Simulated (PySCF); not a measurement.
Species: C$_{4}$H$_{5}$ (charge -1, singlet). It need not be the lowest isomer of its formula. Whether it binds its extra electron was not tested at this geometry. SMILES: C1=CC[CH-]1
Coordinates optimised at B3LYP-D3(BJ)/def2-TZVP (Ansatz):
```
C
H 1 1.1010
H 1 1.1010 2 108.12
C 1 1.5455 2 115.12 3 130.75
H 4 1.0940 1 126.09 2 -20.31
C 4 1.4093 5 127.68 1 -120.39
H 6 1.0941 4 131.21 5 -44.23
C 6 1.4093 7 131.21 4 180.00
H 8 1.0940 6 127.68 7 -44.23
```
Charge -1, spin multiplicity 1.

Dispersion corrections to the total energy (kcal/mol) from the dftd3 and dftd4 libraries through PySCF: D3(BJ) without and D4 with the three-body term, each with the damping fitted for the functional named.

```tsv
functional	D3(BJ)	D4
PW6B95	…	-3.92
HF	-32.68	…
HSE06	…	-3.31
B2PLYP	-2.78	-3.04
TPSS	-4.50	-5.97
r2SCAN	-0.94	-1.05
B2GP-PLYP	-2.04	-1.78
```

Q: What belongs in the gaps?

A: 
- PW6B95, D3(BJ): -1.61
- HF, D4: -17.89
- HSE06, D3(BJ): -2.15
